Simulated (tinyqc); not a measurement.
Worked calculation: extended Hueckel theory, for PH3+. The parameters take no account of the charge, which enters only through the electron count. One step of it, computed by the program tinyqc.

Problem. Orbitals. Solve H C = S C e through S^(-1/2); fill by pairs from the bottom, a degenerate level sharing its electrons equally; each orbital has its largest coefficient positive (the first on a tie).

H (eV), order 1P 3s, 1P 3px, 1P 3py, 1P 3pz, 2H 1s, 3H 1s, 4H 1s:
$$\begin{pmatrix}
-18.600000 & 0.000000 & 0.000000 & 0.000000 & -9.626501 & -9.624824 & -9.624824 \\
0.000000 & -14.000000 & 0.000000 & 0.000000 & -10.573906 & 5.290048 & 5.290048 \\
0.000000 & 0.000000 & -14.000000 & 0.000000 & 0.000000 & -9.154924 & 9.154924 \\
0.000000 & 0.000000 & 0.000000 & -14.000000 & 4.091047 & 4.090326 & 4.090326 \\
-9.626501 & -10.573906 & 0.000000 & 4.091047 & -13.600000 & -1.297672 & -1.297672 \\
-9.624824 & 5.290048 & -9.154924 & 4.090326 & -1.297672 & -13.600000 & -1.298984 \\
-9.624824 & 5.290048 & 9.154924 & 4.090326 & -1.297672 & -1.298984 & -13.600000
\end{pmatrix}$$

overlap S, order 1P 3s, 1P 3px, 1P 3py, 1P 3pz, 2H 1s, 3H 1s, 4H 1s:
$$\begin{pmatrix}
1.000000 & 0.000000 & 0.000000 & 0.000000 & 0.398613 & 0.398543 & 0.398543 \\
0.000000 & 1.000000 & 0.000000 & 0.000000 & 0.510817 & -0.255558 & -0.255558 \\
0.000000 & 0.000000 & 1.000000 & 0.000000 & 0.000000 & 0.442267 & -0.442267 \\
0.000000 & 0.000000 & 0.000000 & 1.000000 & -0.197635 & -0.197600 & -0.197600 \\
0.398613 & 0.510817 & 0.000000 & -0.197635 & 1.000000 & 0.063611 & 0.063611 \\
0.398543 & -0.255558 & 0.442267 & -0.197600 & 0.063611 & 1.000000 & 0.063676 \\
0.398543 & -0.255558 & -0.442267 & -0.197600 & 0.063611 & 0.063676 & 1.000000
\end{pmatrix}$$

valence electrons = 7

Give: orbital energies; occupations; coefficients; sum of one-electron energies.

Solution.

orbital energies (eV): [-19.9438, -16.3895, -16.3887, -14.4248, -0.5137, -0.4997, 3.9572]

occupations: [2.0000, 2.0000, 2.0000, 1.0000, 0.0000, 0.0000, 0.0000]

coefficients, order 1P 3s, 1P 3px, 1P 3py, 1P 3pz, 2H 1s, 3H 1s, 4H 1s:
$$\begin{pmatrix}
0.7279 & 0.0001 & 0.0000 & 0.2911 & 0.0000 & 0.0006 & 1.1307 \\
0.0000 & 0.5930 & 0.0000 & 0.0000 & 0.0000 & 1.1692 & -0.0008 \\
0.0000 & 0.0000 & 0.5931 & 0.0000 & 1.1687 & 0.0000 & 0.0000 \\
-0.0147 & 0.0000 & 0.0000 & 0.9152 & 0.0000 & -0.0003 & -0.6178 \\
0.1945 & 0.4289 & 0.0000 & -0.1046 & 0.0000 & -1.0199 & -0.7585 \\
0.1945 & -0.2145 & 0.3715 & -0.1045 & -0.8827 & 0.5095 & -0.7592 \\
0.1945 & -0.2145 & -0.3715 & -0.1045 & 0.8827 & 0.5095 & -0.7592
\end{pmatrix}$$

sum of one-electron energies = -119.8688 eV
